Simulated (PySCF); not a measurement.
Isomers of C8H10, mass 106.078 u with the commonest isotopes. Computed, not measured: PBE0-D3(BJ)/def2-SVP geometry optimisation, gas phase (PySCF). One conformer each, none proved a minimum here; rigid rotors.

**Question.** Order these by rotational constant C, smallest first.
A. `[CH2:1]=[CH:2]/[CH:3]=[CH:4]/[CH:5]=[CH:6]/[CH:7]=[CH2:8]` with C1–C2–C3–C4 180°, C3–C4–C5–C6 180°, C5–C6–C7–C8 180° (octatetraene)
B. o-xylene, `c1cc(c(cc1)C)C`
C. `CC1=CC=C(C)C=C1` (p-xylene)
D. `CC1=CC=CC(C)=C1` (m-xylene)

**Answer.** A (553.7 MHz), C (1148 MHz), D (1199 MHz), B (1304 MHz).

**Question.** Order these by rotational constant A, largest first.
A. `Cc1cc(ccc1)C` (m-xylene)
B. o-xylene (`CC1=CC=CC=C1C`)
C. `Cc1ccc(C)cc1` (p-xylene)
D. `[CH2:1]=[CH:2]/[CH:3]=[CH:4]/[CH:5]=[CH:6]/[CH:7]=[CH2:8]` with C1–C2–C3–C4 180°, C3–C4–C5–C6 180°, C5–C6–C7–C8 180°

**Answer.** D (19526 MHz), C (5389 MHz), A (3577 MHz), B (3181 MHz).

**Question.** Order these by rotational constant B, largest first.
A. p-xylene, `CC1=CC=C(C)C=C1`
B. `CC1=CC=CC(C)=C1` (m-xylene)
C. `[CH2:1]=[CH:2]/[CH:3]=[CH:4]/[CH:5]=[CH:6]/[CH:7]=[CH2:8]` with C1–C2–C3–C4 180°, C3–C4–C5–C6 180°, C5–C6–C7–C8 180°
D. o-xylene, `Cc1ccccc1C`

**Answer.** D (2150 MHz), B (1764 MHz), A (1433 MHz), C (569.8 MHz).

| SMILES | point group | Ia (u·Å²) | Ib (u·Å²) | Ic (u·Å²) | κ | μa (D) | μb (D) | μc (D) |
| --- | --- | --- | --- | --- | --- | --- | --- | --- |
| C=C/C=C/C=C/C=C | C2h | 25.88 | 886.92 | 912.80 | -1.00 | 0.00 | 0.00 | 0.00 |
| Cc1ccccc1C | C2v | 158.86 | 235.03 | 387.60 | -0.10 | 0.71 | 0.00 | 0.00 |
| Cc1cccc(C)c1 | C2 | 141.30 | 286.53 | 421.48 | -0.52 | 0.00 | 0.39 | 0.00 |
| Cc1ccc(C)cc1 | near C2h | 93.78 | 352.69 | 440.12 | -0.87 | 0.00 | 0.01 | 0.00 |
